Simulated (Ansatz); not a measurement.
System: trigonal Se. Method: HSE06 in Ansatz (plane waves, PAW).

Run with plane-wave cutoff 520 eV, 6×6×6 k mesh, scalar-relativistic PAW data made under PBE.

Cell (relaxed at this level):

Se is modelled in the trigonal space group P3₁21 (No. 152), Pearson symbol hP3. Conventional cell: a = b = 4.862 Å, c = 4.886 Å, α = β = 90.00°, γ = 120.00°. Se on 3a is surrounded by 2 Se at 2.345 Å (bent). (Neighbours: up to the widest gap in distance over summed covalent radii, below 1.35, at either atom.)

Problem. Predict the Voigt–Reuss–Hill bulk modulus, Voigt–Reuss–Hill shear modulus (Hill average), elastic constant C11, elastic constant C33, elastic constant C12, elastic constant C13, elastic constant C44 and elastic constant C66.

Solution. 
- Voigt–Reuss–Hill bulk modulus = 7.02 GPa
- Voigt–Reuss–Hill shear modulus (Hill average) = 4.56 GPa
- elastic constant C11 = 4.44 GPa
- elastic constant C33 = 71.1 GPa
- elastic constant C12 = 1.44 GPa
- elastic constant C13 = 4.36 GPa
- elastic constant C44 = 5.20 GPa
- elastic constant C66 = 1.50 GPa

Note: the cell comes from a level without a dispersion term, which matters for the spacing of layers, chains or molecules.

Elastic constants are with the ions relaxed.

The computed numbers hold no vibrational or temperature effects.

Cost on a shared machine: roughly 8 core-hours.

Ansatz is a program for electronic structure.
